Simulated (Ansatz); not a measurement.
Here is an Ansatz input file for C₅H₇N, SMILES C=C=CCC=N. Write the same calculation for the Python package.

```yaml
crystal:
  periodic: [false, false, false]
  atoms:
    - { symbol: C, position_ang: [2.6064, 0.7616, 0.3347] }
    - { symbol: C, position_ang: [1.5958, 0.0087, 0.0272] }
    - { symbol: C, position_ang: [0.5762, -0.7393, -0.2785] }
    - { symbol: C, position_ang: [-0.7111, -0.2365, -0.8551] }
    - { symbol: C, position_ang: [-1.7554, -0.2475, 0.2302] }
    - { symbol: "N", position_ang: [-2.3566, 0.8313, 0.6102] }
    - { symbol: H, position_ang: [2.4504, 1.7335, 0.7891] }
    - { symbol: H, position_ang: [3.621, 0.4376, 0.1348] }
    - { symbol: H, position_ang: [0.6598, -1.8097, -0.1122] }
    - { symbol: H, position_ang: [-0.6062, 0.7732, -1.2657] }
    - { symbol: H, position_ang: [-1.042, -0.9056, -1.6555] }
    - { symbol: H, position_ang: [-2.0091, -1.2201, 0.6864] }
    - { symbol: H, position_ang: [-3.0292, 0.6129, 1.3543] }
basis:
  gaussian: { orbitals: def2-SVP, nuclear_model: point }
correlation:
  method: mp2
```

Launched from the shell:
```console
$ ansatz run input.yaml --threads 1 --pin off --max-ram 4096MiB --backend cpu --events-out ev --progress --plain --runs-dir out
Engine: ansatz 0.2.0, x86_64-unknown-linux-gnu
Functional definition: HF
  exchange = exact_x
  correlation = 0
1234 factors; integrals over basis functions are off by at most 1.4e-3 eV
mean field evaluation 1: about -6732.5365 eV, gradient 3.5e1 eV
mean field evaluation 2: about -6732.5453 eV, gradient 3.5e1 eV
mean field evaluation 4: about -6736.1740 eV, gradient 5.4e0 eV
mean field evaluation 8: about -6736.2830 eV, gradient 2.4e-1 eV
mean field -6736.28380693 eV, -247.5538638874 hartree, gradient 2.5e-6 eV, S^2 0.000000; 0 other end points of the search recorded, 0 dependent functions left out; unrestricted orbitals would lower it
mean field evaluation 16: about -6736.5243 eV, gradient 4.0e-1 eV
6 core orbitals not correlated: weight in the atoms' cores, before any rotation towards them, 1.000 or more for the frozen orbitals, at most 0.000 for the correlated occupied ones
reference -6736.28380693 eV, -247.5538638874 hartree; 16, 16 occupied and 97, 97 virtual orbitals, 1234 factors
second order -22.43108797 eV of doubles, -0.00000000 eV of singles
Total energy: -6758.71489489 eV, -248.3781911658 hartree
```

Script `c5h7n.py`:
```python
"""C5H7N through the session interface."""

import ansatz as az

deck = {
    "crystal": {
        "periodic": [False, False, False],
        "atoms": [
            {"symbol": "C", "position_ang": [2.6064, 0.7616, 0.3347]},
            {"symbol": "C", "position_ang": [1.5958, 0.0087, 0.0272]},
            {"symbol": "C", "position_ang": [0.5762, -0.7393, -0.2785]},
            {"symbol": "C", "position_ang": [-0.7111, -0.2365, -0.8551]},
            {"symbol": "C", "position_ang": [-1.7554, -0.2475, 0.2302]},
            {"symbol": "N", "position_ang": [-2.3566, 0.8313, 0.6102]},
            {"symbol": "H", "position_ang": [2.4504, 1.7335, 0.7891]},
            {"symbol": "H", "position_ang": [3.621, 0.4376, 0.1348]},
            {"symbol": "H", "position_ang": [0.6598, -1.8097, -0.1122]},
            {"symbol": "H", "position_ang": [-0.6062, 0.7732, -1.2657]},
            {"symbol": "H", "position_ang": [-1.042, -0.9056, -1.6555]},
            {"symbol": "H", "position_ang": [-2.0091, -1.2201, 0.6864]},
            {"symbol": "H", "position_ang": [-3.0292, 0.6129, 1.3543]},
        ],
    },
    "basis": {"gaussian": {"orbitals": "def2-SVP", "nuclear_model": "point"}},
    "correlation": {"method": "mp2"},
}
session = az.Session.from_dict(deck)
r = session.plan(threads=1).execute().report

print("reference energy %16.6f eV" % r["reference_energy_ev"])
print("total energy     %16.6f eV" % r["free_energy_ev"])
print("occupied orbitals outside the frozen core (up, down):", r["n_occupied"], " frozen:", r["n_frozen"], " virtual:", r["n_virtual"])
symbols = ["C", "C", "C", "C", "C", "N", "H", "H", "H", "H", "H", "H", "H"]
parts = r["correlation"]
for name in ("random_phase", "coupled_cluster", "perturbative"):
    if name in parts:
        print(f"{name:16s} {parts[name]['energy']['hartree']:12.7f} Ha")
if "second_order" in parts:
    pair = parts["second_order"]
    print(f"MP2 same spin {pair['same_spin']['hartree']:.7f} Ha, opposite spin {pair['opposite_spin']['hartree']:.7f} Ha")
field = r["mean_field"]
print("<S^2> =", round(abs(field["state"]["spin_squared"]), 4), " all-electron relativity setting:", field["relativity"])
print("passes:", field["passes"])
if "symmetry" in field:
    print("occupied orbitals by irrep:", field["symmetry"]["occupied"])
```

```console
$ python c5h7n.py
reference energy     -6736.283807 eV
total energy         -6758.714895 eV
occupied orbitals outside the frozen core (up, down): [16, 16]  frozen: 6  virtual: [97, 97]
MP2 same spin -0.2010079 Ha, opposite spin -0.6233194 Ha
<S^2> = 0.0  all-electron relativity setting: none
passes: {'evaluations': 11, 'products': 27}
occupied orbitals by irrep: [{'A': 22}, {'A': 22}]
```

Caveats:
- These settings explore the input space; basis and method may be short of convergence.
- The geometry is a force-field or estimated start, not a minimum of this method, and the basis set is short of its limit.
- Finished in 3 s on 1 thread of Intel(R) Xeon(R) Platinum 8488C (Sapphire Rapids) (shared host), peak memory 0.28 GiB.

(Lines on the test bed's own set-up are left out of the output.)
